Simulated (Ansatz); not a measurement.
## Au, pressure series

Consider Au in the fcc (Cu type) structure (space group Fm-3m, No. 225; a = 4.157 Å).

Cell and atoms are relaxed at each pressure.

Computed with PBE, PAW, 420 eV (Ansatz, a quantum-chemistry and plane-wave program; scalar-relativistic without spin-orbit coupling).

```json
[
 {"P (GPa)": "-2.00", "V (Å³/atom)": "18.235"},
 {"P (GPa)": "-1.00", "V (Å³/atom)": "18.095"},
 {"P (GPa)": "0.90", "V (Å³/atom)": "17.846"},
 {"P (GPa)": "2.10", "V (Å³/atom)": "17.701"},
 {"P (GPa)": "4.51", "V (Å³/atom)": "17.432"},
 {"P (GPa)": "9.00", "V (Å³/atom)": "16.995"},
 {"P (GPa)": "15.01", "V (Å³/atom)": "16.509"},
 {"P (GPa)": "22.51", "V (Å³/atom)": "16.007"},
 {"P (GPa)": "30.01", "V (Å³/atom)": "15.586"}
]
```

Q: Fit a third-order Birch–Murnaghan equation of state.

A: Least squares on P(V) = (3B₀/2)[(V₀/V)^(7/3) − (V₀/V)^(5/3)]·[1 + (3/4)(B₀′ − 4)((V₀/V)^(2/3) − 1)] gives V₀ = 17.96 Å³/atom, B₀ = 138 GPa and B₀′ = 6.1.

Measured bulk modulus of Au: 182 GPa (static lattice; corrected from measurement; as listed in Daniel Mejia-Rodriguez, S. B. Trickey, Phys. Rev. B (2018)); the computed value is 24 % below it.

Load acts through the strain it causes; cell and atoms are relaxed under it. Stability against distortions was not tested. Competing high-pressure phases were not computed.
